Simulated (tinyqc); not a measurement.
CCD on RHF in the sto-3g basis, frozen core, for H3O+, spin multiplicity 1, step by step (part 2 of 2). Computed by tinyqc, a small Python program that keeps every step (integrals from PySCF). Command: `OMP_NUM_THREADS=1 python tinyqc.py 30284 30285 out.jsonl` (the two numbers bound the seeds that draw the settings). One thread of a shared host (Intel(R) Xeon(R) Processor @ 2.60GHz), about 0.1 s of CPU time with the checks.

Geometry (angstrom):
```
atom,x,y,z
O,0.000000,0.000000,0.373000
H,1.034000,0.000000,0.000000
H,-0.517000,0.896000,0.000000
H,-0.517000,-0.896000,0.000000
```

## Integrals over molecular orbitals

coefficients C:
```
,MO1,MO2,MO3,MO4,MO5,MO6,MO7,MO8
1O 1s,0.994292,-0.240401,0.000074,0.000000,-0.063877,-0.142095,0.000000,0.000228
1O 2s,0.025234,0.890555,-0.000382,0.000000,0.314790,0.860354,0.000000,-0.001504
1O 2px,0.000003,0.000114,0.705305,0.000000,0.000273,-0.001032,0.000000,-0.854120
1O 2py,0.000000,0.000000,0.000000,0.705292,0.000000,0.000000,0.854080,0.000000
1O 2pz,-0.002470,-0.100404,-0.000246,0.000000,0.924855,-0.427271,0.000000,0.000717
2H 1s,-0.004168,0.097453,0.418321,0.000000,-0.122377,-0.610701,0.000000,0.898885
3H 1s,-0.004165,0.097358,-0.209109,0.362222,-0.122565,-0.612513,-0.777474,-0.448046
4H 1s,-0.004165,0.097358,-0.209109,-0.362222,-0.122565,-0.612513,0.777474,-0.448046
```

core Hamiltonian H = T + V (hartree), lower triangle:
```
,1O 1s,1O 2s,1O 2px,1O 2py,1O 2pz,2H 1s,3H 1s,4H 1s
1O 1s,-33.059112
1O 2s,-7.692857,-9.680137
1O 2px,-0.000013,-0.000148,-7.915362
1O 2py,0.000000,0.000000,0.000000,-7.915363
1O 2pz,0.011974,0.146323,0.000051,0.000000,-7.826952
2H 1s,-1.260657,-3.061525,-2.118883,0.000000,0.802290,-4.828013
3H 1s,-1.259364,-3.059211,1.058344,-1.834269,0.801504,-1.047295,-4.826539
4H 1s,-1.259364,-3.059211,1.058344,1.834269,0.801504,-1.047295,-1.046011,-4.826539
```

Given earlier and not repeated: Two-electron integrals (ij|kl) in chemists' order.

(pq|rs) = sum C_ip C_jq C_kr C_ls (ij|kl), one index at a time.

one-electron integrals over orbitals h = C^T H C (hartree), lower triangle:
```
,1,2,3,4,5,6,7,8
1,-33.042169
2,0.566170,-8.057703
3,-0.000174,0.000168,-6.804215
4,0.000000,0.000000,0.000000,-6.803853
5,0.140166,-0.235275,0.000319,0.000000,-7.603539
6,0.318943,-1.369582,0.002545,0.000000,0.764169,-4.994776
7,0.000000,0.000000,0.000000,-1.761984,0.000000,0.000000,-5.472284
8,-0.000506,0.002374,1.761662,0.000000,-0.000498,-0.000270,0.000000,-5.472413
```

Two-electron integrals over orbitals (pq|rs), unique and non-zero (hartree); the lowest 1 orbital is frozen and left out:
```
p,q,r,s,(pq|rs)
2,2,2,2,0.728230
3,2,2,2,0.000039
3,2,3,2,0.133634
3,3,2,2,0.647208
3,3,3,2,0.031771
3,3,3,3,0.642851
4,2,4,2,0.133605
4,3,4,2,-0.031827
4,3,4,3,0.040043
4,4,2,2,0.647145
4,4,3,2,-0.031820
4,4,3,3,0.562750
4,4,4,4,0.642794
5,2,2,2,-0.007633
5,2,3,2,-1.07e-06
5,2,3,3,0.007735
5,2,4,4,0.007719
5,2,5,2,0.138154
5,3,2,2,-0.000023
5,3,3,2,0.001514
5,3,3,3,-0.007259
5,3,4,4,0.007211
5,3,5,2,-0.000041
5,3,5,3,0.035833
5,4,4,2,0.001495
5,4,4,3,0.007236
5,4,5,4,0.035840
5,5,2,2,0.724295
5,5,3,2,-0.000041
5,5,3,3,0.631859
5,5,4,4,0.631831
5,5,5,2,0.085601
5,5,5,3,-0.000059
5,5,5,5,0.846902
6,2,2,2,0.142468
6,2,3,2,-0.000083
6,2,3,3,0.095155
6,2,4,4,0.095122
6,2,5,2,-0.026128
6,2,5,3,-0.000025
6,2,5,5,0.133560
6,2,6,2,0.079180
6,3,2,2,-0.000254
6,3,3,2,-0.010902
6,3,3,3,-0.025352
6,3,4,4,0.024971
6,3,5,2,-0.000049
6,3,5,3,0.009173
6,3,5,5,-0.000265
6,3,6,2,-0.000148
6,3,6,3,0.053463
6,4,4,2,-0.011008
6,4,4,3,0.025173
6,4,5,4,0.009216
6,4,6,4,0.053634
6,5,2,2,-0.085952
6,5,3,2,-0.000048
6,5,3,3,-0.050783
6,5,4,4,-0.050722
6,5,5,2,0.028649
6,5,5,3,-0.000019
6,5,5,5,-0.085007
6,5,6,2,-0.052290
6,5,6,3,0.000105
6,5,6,5,0.042003
6,6,2,2,0.518426
6,6,3,2,-0.000231
6,6,3,3,0.490371
6,6,4,4,0.490601
6,6,5,2,-0.052160
6,6,5,3,0.000067
6,6,5,5,0.485864
6,6,6,2,0.059018
6,6,6,3,0.000093
6,6,6,5,-0.037759
6,6,6,6,0.472721
7,2,4,2,0.053283
7,2,4,3,0.009382
7,2,5,4,0.017923
7,2,6,4,0.033731
7,2,7,2,0.053904
7,3,4,2,0.034393
7,3,4,3,-0.004624
7,3,5,4,-0.008143
7,3,6,4,-0.026271
7,3,7,2,-0.001781
7,3,7,3,0.032645
7,4,2,2,0.169436
7,4,3,2,0.034390
7,4,3,3,0.130766
7,4,4,4,0.121494
7,4,5,2,0.038754
7,4,5,3,-0.008155
7,4,5,5,0.190317
7,4,6,2,0.078867
7,4,6,3,-0.026344
7,4,6,5,-0.043392
7,4,6,6,0.037920
7,4,7,4,0.152056
7,5,4,2,0.038216
7,5,4,3,-0.013399
7,5,5,4,0.019458
7,5,6,4,-0.018835
7,5,7,2,0.010500
7,5,7,3,0.015055
7,5,7,5,0.032792
7,6,4,2,0.089932
7,6,4,3,-0.041517
7,6,5,4,-0.019639
7,6,6,4,-0.051107
7,6,7,2,0.002655
7,6,7,3,0.048194
7,6,7,5,0.032597
7,6,7,6,0.115364
7,7,2,2,0.565968
7,7,3,2,-0.030550
7,7,3,3,0.503239
7,7,4,4,0.577391
7,7,5,2,0.004312
7,7,5,3,0.013060
7,7,5,5,0.557213
7,7,6,2,0.065160
7,7,6,3,0.041575
7,7,6,5,-0.030276
7,7,6,6,0.473744
7,7,7,4,0.062787
7,7,7,7,0.561131
8,2,2,2,-0.000259
8,2,3,2,-0.053257
8,2,3,3,0.009281
8,2,4,4,-0.009577
8,2,5,2,0.000009
8,2,5,3,-0.017924
8,2,5,5,-0.000244
8,2,6,2,-0.000064
8,2,6,3,-0.033738
8,2,6,5,0.000085
8,2,6,6,-0.000098
8,2,7,4,0.001644
8,2,7,7,-0.019132
8,2,8,2,0.053904
8,3,2,2,-0.169371
8,3,3,2,0.034504
8,3,3,3,-0.121440
8,3,4,4,-0.130761
8,3,5,2,-0.038743
8,3,5,3,-0.008112
8,3,5,5,-0.190295
8,3,6,2,-0.078865
8,3,6,3,-0.026084
8,3,6,5,0.043330
8,3,6,6,-0.038178
8,3,7,4,-0.088104
8,3,7,7,-0.098860
8,3,8,2,0.001948
8,3,8,3,0.152134
8,4,4,2,-0.034425
8,4,4,3,0.004602
8,4,5,4,0.008122
8,4,6,4,0.026203
8,4,7,2,0.001715
8,4,7,3,-0.031211
8,4,7,5,-0.015048
8,4,7,6,-0.048155
8,4,8,4,0.032595
8,5,2,2,0.000051
8,5,3,2,-0.038204
8,5,3,3,-0.013334
8,5,4,4,0.013413
8,5,5,2,-0.000071
8,5,5,3,-0.019470
8,5,5,5,0.000043
8,5,6,2,0.000068
8,5,6,3,0.018769
8,5,6,5,1.54e-07
8,5,6,6,0.000135
8,5,7,4,-0.015025
8,5,7,7,0.017361
8,5,8,2,0.010493
8,5,8,3,-0.015116
8,5,8,5,0.032773
8,6,2,2,-0.000022
8,6,3,2,-0.089851
8,6,3,3,-0.041361
8,6,4,4,0.041431
8,6,5,2,0.000057
8,6,5,3,0.019572
8,6,5,5,0.000056
8,6,6,2,-8.52e-07
8,6,6,3,0.050823
8,6,6,5,0.000084
8,6,6,6,0.000313
8,6,7,4,-0.048116
8,6,7,7,0.061056
8,6,8,2,0.002682
8,6,8,3,-0.048275
8,6,8,5,0.032515
8,6,8,6,0.114986
8,7,4,2,0.030415
8,7,4,3,-0.037028
8,7,5,4,-0.013067
8,7,6,4,-0.041697
8,7,7,2,-0.019012
8,7,7,3,0.017948
8,7,7,5,0.017314
8,7,7,6,0.061023
8,7,8,4,-0.017902
8,7,8,7,0.048924
8,8,2,2,0.566025
8,8,3,2,0.030815
8,8,3,3,0.577558
8,8,4,4,0.503134
8,8,5,2,0.004319
8,8,5,3,-0.013133
8,8,5,5,0.557226
8,8,6,2,0.065203
8,8,6,3,-0.041957
8,8,6,5,-0.030354
8,8,6,6,0.473402
8,8,7,4,0.098961
8,8,7,7,0.462817
8,8,8,2,0.018892
8,8,8,3,-0.062565
8,8,8,5,-0.017424
8,8,8,6,-0.061331
8,8,8,8,0.561516
```

## CCD: starting amplitudes

orbital energies (hartree): MO1 -20.829730, MO2 -1.705592, MO3 -1.007908, MO4 -1.007877, MO5 -0.874287, MO6 0.014285, MO7 0.166470, MO8 0.166658

t_ij^ab = <ij||ab> / (e_i + e_j - e_a - e_b), whose energy is MP2.

Starting amplitudes (spin orbitals 1a, 1b, ...; amplitudes related by a flip of all spins are not repeated; the 24 largest):
```
from,to,t
3a 3b,8a 8b,-0.064762
4a 4b,7a 7b,-0.064741
3a 4b,7b 8a,-0.037508
2a 4b,6a 7b,-0.027250
2a 3b,6a 8b,0.027247
4a 4b,6a 6b,-0.026235
3a 3b,6a 6b,-0.026151
3a 4a,7a 8a,-0.024221
5a 5b,6a 6b,-0.023635
2a 2b,6a 6b,-0.023019
4a 5b,6b 7a,-0.021034
3a 5b,6b 8a,0.021002
2a 5b,6a 6b,0.020046
5a 5b,7a 7b,-0.015754
5a 5b,8a 8b,-0.015742
2a 4a,6a 7a,-0.015595
2a 3a,6a 8a,0.015591
2a 2b,7a 7b,-0.014397
2a 2b,8a 8b,-0.014396
3a 3b,7a 7b,-0.013899
4a 4b,8a 8b,-0.013876
3a 4b,7a 8b,0.013287
3a 4b,6a 7b,0.011993
3a 4b,6b 7a,-0.011960
```

correlation energy = -0.06306654 hartree

## CCD: amplitude update 1

t_ij^ab D_ij^ab are set to the remaining terms of the spin-orbital equations, evaluated with the old amplitudes; for the doubles these are <ij||ab> + 1/2 <ab||ef> t_ij^ef + 1/2 <mn||ij> t_mn^ab + P(ij)P(ab) <mb||ej> t_im^ae + terms in t^2, D the orbital-energy denominators.

Amplitudes after update 1 (spin orbitals 1a, 1b, ...; amplitudes related by a flip of all spins are not repeated; the 24 largest):
```
from,to,t
3a 3b,8a 8b,-0.079838
4a 4b,7a 7b,-0.079806
3a 4b,7b 8a,-0.042616
4a 4b,6a 6b,-0.033945
3a 3b,6a 6b,-0.033828
2a 4b,6a 7b,-0.032216
2a 3b,6a 8b,0.032210
5a 5b,6a 6b,-0.027063
2a 5b,6a 6b,0.025455
2a 2b,6a 6b,-0.024533
4a 5b,6b 7a,-0.024478
3a 5b,6b 8a,0.024433
3a 4a,7a 8a,-0.022090
3a 4b,7a 8b,0.020525
2a 4b,6b 7a,0.017830
2a 3b,6b 8a,-0.017828
5a 5b,7a 7b,-0.017789
5a 5b,8a 8b,-0.017773
3a 4b,6a 7b,0.016746
3a 4b,6b 7a,-0.016717
4a 4b,6a 8b,-0.016668
3a 3b,6a 8b,0.016605
3a 3b,7a 7b,-0.016602
4a 4b,8a 8b,-0.016570
```

correlation energy = -0.07516599 hartree

## CCD: amplitude update 2

As before.

Amplitudes after update 2 (spin orbitals 1a, 1b, ...; amplitudes related by a flip of all spins are not repeated; the 24 largest):
```
from,to,t
3a 3b,8a 8b,-0.084940
4a 4b,7a 7b,-0.084904
3a 4b,7b 8a,-0.043728
4a 4b,6a 6b,-0.036491
3a 3b,6a 6b,-0.036363
2a 4b,6a 7b,-0.033416
2a 3b,6a 8b,0.033408
5a 5b,6a 6b,-0.028353
2a 5b,6a 6b,0.027182
4a 5b,6b 7a,-0.025483
3a 5b,6b 8a,0.025434
2a 2b,6a 6b,-0.025028
3a 4b,7a 8b,0.023987
2a 4b,6b 7a,0.020309
2a 3b,6b 8a,-0.020306
3a 4a,7a 8a,-0.019741
3a 4b,6a 7b,0.018329
3a 4b,6b 7a,-0.018304
4a 4b,6a 8b,-0.018247
3a 3b,6a 8b,0.018181
5a 5b,7a 7b,-0.018024
5a 5b,8a 8b,-0.018006
3a 3b,7a 7b,-0.017121
4a 4b,8a 8b,-0.017086
```

correlation energy = -0.07859418 hartree

## CCD: convergence

E_corr = 1/4 sum <ij||ab> t_ij^ab; stop when the norm of the change is below 1e-8.

Course of the amplitude iterations:
```
update,correlation energy (hartree),norm of the change
0,-0.06306654,-
1,-0.07516599,7.73e-02
2,-0.07859418,2.90e-02
3,-0.07982115,1.21e-02
4,-0.08030466,5.29e-03
5,-0.08050356,2.42e-03
6,-0.08058773,1.15e-03
7,-0.08062425,5.64e-04
8,-0.08064047,2.80e-04
9,-0.08064784,1.41e-04
10,-0.08065126,7.13e-05
11,-0.08065287,3.62e-05
12,-0.08065365,1.84e-05
13,-0.08065402,9.37e-06
14,-0.08065421,4.77e-06
15,-0.08065430,2.43e-06
16,-0.08065434,1.24e-06
17,-0.08065437,6.32e-07
18,-0.08065438,3.22e-07
19,-0.08065439,1.64e-07
20,-0.08065439,8.37e-08
21,-0.08065439,4.27e-08
22,-0.08065439,2.17e-08
23,-0.08065439,1.11e-08
24,-0.08065439,5.65e-09
```

Converged amplitudes (spin orbitals 1a, 1b, ...; amplitudes related by a flip of all spins are not repeated; the 24 largest):
```
from,to,t
3a 3b,8a 8b,-0.088712
4a 4b,7a 7b,-0.088675
3a 4b,7b 8a,-0.044511
4a 4b,6a 6b,-0.037475
3a 3b,6a 6b,-0.037343
2a 4b,6a 7b,-0.034044
2a 3b,6a 8b,0.034035
5a 5b,6a 6b,-0.029711
2a 5b,6a 6b,0.028497
3a 4b,7a 8b,0.027071
4a 5b,6b 7a,-0.026210
3a 5b,6b 8a,0.026158
2a 2b,6a 6b,-0.025672
2a 4b,6b 7a,0.022081
2a 3b,6b 8a,-0.022077
3a 4b,6a 7b,0.018895
3a 4b,6b 7a,-0.018873
4a 4b,6a 8b,-0.018811
3a 3b,6a 8b,0.018741
4a 5b,6a 7b,0.018317
3a 5b,6a 8b,-0.018264
5a 5b,7a 7b,-0.017810
5a 5b,8a 8b,-0.017793
3a 4a,7a 8a,-0.017441
```

CCD total energy = -75.38051391 hartree

Converged in 24 updates.
